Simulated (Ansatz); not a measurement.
What does this script print? It uses Ansatz 0.2.0, Python API.

The script, `run_composite.py`:
```python
# -*- coding: utf-8 -*-
"""A composite energy for C2H2S: DFT geometry, MP2 basis limit, coupled-cluster correction."""

import itertools

import ansatz as az
from ase.data import atomic_numbers, covalent_radii
import numpy as np

GEOMETRY = """
C    -0.43960   -0.48110   -0.11940
C     0.35880    0.53110    0.05230
S     0.91310   -0.95760    0.59840
H    -1.36850   -0.72990   -0.49910
H     0.58610    1.56390   -0.07370
"""


def main():
    mol = az.Crystal.molecule()
    for line in GEOMETRY.strip().splitlines():
        symbol, *xyz = line.split()
        mol = mol.atom(symbol, [float(v) for v in xyz])

    calc = (
        mol.calculation()
        .basis(gaussian="def2-SVP")
        .functional("r2scan", dispersion="d3bj")
    )
    symbols = [site.symbol for site in mol.cartesian_sites]
    start = np.array([site.position_ang for site in mol.cartesian_sites], dtype=float)
    rep = calc.relax(force_tolerance=0.01, max_steps=100).run().report
    end = np.array(rep["positions_ang"])
    # pairs closer than 1.2 times the sum of covalent radii, before or after
    radius = [covalent_radii[atomic_numbers[s]] for s in symbols]
    span = lambda where, i, j: np.linalg.norm(where[i] - where[j])
    bonded = [(i, j) for i, j in itertools.combinations(range(len(symbols)), 2) if min(span(start, i, j), span(end, i, j)) < 1.2 * (radius[i] + radius[j])]
    print("pair        before    after (A)")
    for i, j in bonded:
        print(f"{symbols[i]}{i}-{symbols[j]}{j}".ljust(10), f"{span(start, i, j):8.4f} {span(end, i, j):8.4f}")

    minimum = az.Crystal.molecule()
    for symbol, place in zip(symbols, end):
        minimum = minimum.atom(symbol, place.tolist())
    at_minimum = minimum.calculation()
    # MP2 extrapolated to the basis limit, plus the small-basis difference CCSD(T) - MP2
    level = lambda method, basis: at_minimum.basis(gaussian=basis).correlation(method).run().report
    small, large, cluster = level("mp2", "cc-pVDZ"), level("mp2", "cc-pVTZ"), level("ccsd_t", "cc-pVDZ")
    corr = lambda each: (each["free_energy_ev"] - each["reference_energy_ev"]) / 27.211386246
    mp2_limit = (27 * corr(large) - 8 * corr(small)) / 19
    pieces = {"HF / cc-pVTZ": large["reference_energy_ev"] / 27.211386246, "MP2 correlation, DZ-TZ limit": mp2_limit, "CCSD(T) - MP2 / cc-pVDZ": corr(cluster) - corr(small)}
    for name, value in pieces.items():
        print(f"{name:32s} {value:14.6f} Ha")
    print(f"{'sum':32s} {sum(pieces.values()):14.6f} Ha")
    print("T1 diagnostic", round(cluster["correlation"]["coupled_cluster"]["t1_diagnostic"], 4))


if __name__ == "__main__":
    main()
```

```console
$ python run_composite.py
DeckWarning: the engine holds no damping parameters fitted to this dispersion correction and functional, so the run takes those fitted to r2scan beside the three-body term, which d3bj leaves out (hamiltonian.dispersion, under Limitations)
pair        before    after (A)
C0-C1        1.3006   1.2842
C0-S2        1.6038   1.8569
C0-H3        1.0339   1.0866
C1-S2        1.6798   1.8567
C1-H4        1.0650   1.0866
HF / cc-pVTZ                        -474.360961 Ha
MP2 correlation, DZ-TZ limit          -0.527912 Ha
CCSD(T) - MP2 / cc-pVDZ               -0.043340 Ha
sum                                 -474.932213 Ha
T1 diagnostic 0.0113
```
(Warnings from the package without file and line.)

Notes:
- Total energies depend on the basis set; only differences at equal settings carry meaning.
- The sum leaves out core correlation, relativity, the Hartree-Fock basis error and zero-point energy; a DZ-TZ extrapolation is rough.
- Inner cores stay frozen, so this is valence correlation.
- For Al to Cl the sets with a tight d function, cc-pV(X+d)Z, are usual.
- An extrapolation from small basis sets is rough.
- A dispersion term here runs with damping parameters fitted for another variant or functional.
- Timing: 21 s on 1 thread of Arm Neoverse V1, with other jobs on the host, peak memory 0.26 GiB.

(A comment or docstring line of the script was reworded after the run, the code is as it ran; lines on the test bed's own set-up are left out of the output.)
